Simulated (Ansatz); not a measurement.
**C₄H₅N: one species, many methods**

An exercise on one series of results from a longer session: the logs are not shown, and one member is left open.

Program: Ansatz 0.2.0, Gaussian basis. Level of theory: functionals in def2-TZVPP, the program's frozen cores in correlated methods. These are calculated values, not measurements.

The runs, in order: LDA (SPW92), PBE-D4, revPBE-D4, BLYP-D4, r2SCAN-D4, B97M-V, PBE0-D4, B3LYP-D4, r2SCANh-D4, r2SCAN0-D4, HSE06-D4, BHLYP-D4, CAM-B3LYP-D4, LC-ωPBE, ωB97X-V, ωB97M-V, B2PLYP, PBE-QIDH; CCSD(T)/def2-SVP; CCSD(T)/def2-TZVPP; MP2/def2-QZVPP; extrapolation to the limit; RPA on PBE.

## The geometry

The geometry comes from an earlier relaxation with PBE0-D4 in a triple-zeta def2 set; it is a stationary point, not always the lowest conformer.

SMILES `C=NC#CC`, 10 atoms, charge 0, spin multiplicity 1.

Atoms are counted from 1 here; the program's logs count them from 0.

Bond lengths: C1–N2 1.270 Å, C1–H6 1.093 Å, C1–H7 1.087 Å, N2–C3 1.333 Å, C3–C4 1.207 Å, C4–C5 1.449 Å, C5–H8 1.093 Å, C5–H9 1.094 Å, C5–H10 1.094 Å. Angles: N2–C1–H6 123.3°, N2–C1–H7 118.3°, H6–C1–H7 118.4°, C1–N2–C3 121.5°, N2–C3–C4 174.1°, C3–C4–C5 179.8°, C4–C5–H8 112.0°, C4–C5–H9 110.7°, C4–C5–H10 110.6°, H8–C5–H9 108.1°, H8–C5–H10 108.0°, H9–C5–H10 107.3°.

The first run:

Contents of in.yaml:

```yaml
crystal:
  periodic: [false, false, false]
  atoms:
    - {symbol: C, position_ang: [-1.470463, 0.439653, -2.117052]}
    - {symbol: N, position_ang: [-0.902276, -0.530370, -1.526890]}
    - {symbol: C, position_ang: [-0.198610, -0.350654, -0.409643]}
    - {symbol: C, position_ang: [0.459948, -0.309787, 0.600479]}
    - {symbol: C, position_ang: [1.250203, -0.255285, 1.813313]}
    - {symbol: H, position_ang: [-1.423750, 1.471169, -1.757660]}
    - {symbol: H, position_ang: [-2.031289, 0.233208, -3.025185]}
    - {symbol: H, position_ang: [1.313088, 0.759137, 2.214888]}
    - {symbol: H, position_ang: [0.818362, -0.899111, 2.584574]}
    - {symbol: H, position_ang: [2.267886, -0.609159, 1.626277]}
basis:
  gaussian: {orbitals: def2-TZVPP}
hamiltonian: {xc: lda}
output: {orbitals: {seedname: orbitals}}
```

Run with:

```bash
$ ansatz run in.yaml --threads 2 --pin off --events-out ev --progress --plain --max-ram 4352MiB
```

Among the steps run: LDA; PBE-D4 (GGA); revPBE-D4 (GGA); BLYP-D4 (GGA); r2SCAN-D4 (meta-GGA); B97M-V (meta-GGA); B3LYP-D4 (hybrid); r2SCANh-D4 (hybrid); r2SCAN0-D4 (hybrid); HSE06-D4 (hybrid); BHLYP-D4 (hybrid); CAM-B3LYP-D4 (range-separated); LC-ωPBE (range-separated); ωB97X-V (range-separated); ωB97M-V (range-separated); B2PLYP (double hybrid); PBE-QIDH (double hybrid).

One of the session's tables, all rows but one given; the rest of the session is left out.

It belongs to the step «Frontier levels by functional». 

| functional | HOMO (eV) | gap (eV) |
| --- | --- | --- |
| LDA (SPW92) | -5.59 | 3.02 |
| PBE-D4 | -5.45 | 3.11 |
| revPBE-D4 | -5.40 | 3.14 |
| BLYP-D4 | -5.33 | 3.13 |
| r2SCAN-D4 | -5.66 | 3.49 |
| B97M-V | -5.74 | 3.68 |
| PBE0-D4 | -6.68 | 5.31 |
| B3LYP-D4 | -6.48 | 4.88 |
| r2SCANh-D4 | -6.13 | 4.31 |
| r2SCAN0-D4 | -6.83 | 5.55 |
| HSE06-D4 | -6.29 | 4.53 |
| BHLYP-D4 | ? | ? |
| CAM-B3LYP-D4 | -8.02 | 7.77 |
| LC-ωPBE | -9.33 | 10.23 |
| ωB97X-V | -8.98 | 9.83 |
| ωB97M-V | -8.90 | 9.66 |

**Question.** Estimate the row for BHLYP-D4.

Worked estimate for «HOMO (eV)». Against the share of exact exchange, BLYP-D4 (0, -5.33), B3LYP-D4 (0.2, -6.48) give a slope of -5.75 per unit share; at 0.5 the line stands at -8.20.

As computed: HOMO (eV): -7.81; gap (eV): 7.55. In «HOMO (eV)» the line misses by -0.39.
